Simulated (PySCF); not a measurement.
# SF₄ + H₂O → SOF₂ + 2 HF

Level: PBE0 in the def2-TZVP basis family, all electrons, no relativity, computed in PySCF with density fitting; open shells unrestricted.

| species | state and structure | E (Eh) | ZPE (kJ/mol) | H(298 K) − H(0) (kJ/mol) | S° (J/(mol K)) |
| --- | --- | --- | --- | --- | --- |
| SF₄ | singlet, C2v, S–F 1.553 Å (×2), S–F 1.649 Å (×2); F–S–F 87.6° (×4), F–S–F 101.3°, F–S–F 172.5° | -797.19836 | 31.0 | 15.0 | 294.6 |
| H₂O | singlet, C2v, O–H 0.960 Å (×2); H–O–H 105.1° | -76.37736 | 56.5 | 9.9 | 188.7 |
| SOF₂ | singlet, Cs, S–F 1.588 Å (×2), S–O 1.419 Å; F–S–F 93.0°, F–S–O 106.5° (×2) | -672.82774 | 25.5 | 12.6 | 279.0 |
| HF | singlet, C∞v, H–F 0.920 Å | -100.39188 | 24.9 | 8.7 | 173.6 |

Question: What is the electronic reaction energy?

Answer: At PBE0/def2-TZVP, ΔE = -93.9 kJ/mol from the differences of the total energies times 2625.5, downhill. Hydrolysis steps of this kind drive oxide growth by atomic layer deposition.

Question: Add zero-point, thermal and entropy terms for 298.15 K and 1 bar.

Answer: ΔZPE = -12.2 and Δ[H(298) − H(0)] = 5.1 kJ/mol give ΔH° = -101.0 kJ/mol. ΔS° = 142.9 J/(mol K), so ΔG° = -101.0 − 298.15 × (0.1429) = -144 kJ/mol and log₁₀K = 25.2.

Each species is the lowest minimum found with this bonding; other isomers or fragments can lie lower.
